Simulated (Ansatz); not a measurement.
```yaml
crystal:
  periodic: [false, false, false]
  atoms:
    - {symbol: C, position_ang: [-1.221286, 0.707112, -0.748259]}
    - {symbol: Si, position_ang: [-0.100403, -0.747060, -0.306202]}
    - {symbol: Al, position_ang: [1.679258, -0.115928, 1.274173]}
    - {symbol: H, position_ang: [-1.995604, 0.390452, -1.450351]}
    - {symbol: H, position_ang: [-0.651864, 1.514398, -1.214007]}
    - {symbol: H, position_ang: [-1.713706, 1.107572, 0.140571]}
    - {symbol: H, position_ang: [0.492808, -1.292136, -1.564652]}
    - {symbol: H, position_ang: [-0.941449, -1.840730, 0.267453]}
    - {symbol: H, position_ang: [1.452977, -0.204331, 2.847189]}
    - {symbol: H, position_ang: [3.082370, 0.429549, 0.757185]}
basis:
  gaussian: {orbitals: aug-cc-pVTZ}
hamiltonian: {xc: {name: HF}}
correlation: {method: mp2, frozen_orbitals: {C: 0}}
```

```sh
$ ansatz run in.yaml --threads 2 --pin off --events-out ev --progress --plain --max-ram 4352MiB
```

Output, abridged:

```
Functional definition: HF
Error: "frozen_orbitals" has no count for Si
```

Problem. Something in this input is off. What?

Solution. Frozen orbitals are typed for one element alone, and the program wants a count for each. The input was rejected before any iteration.
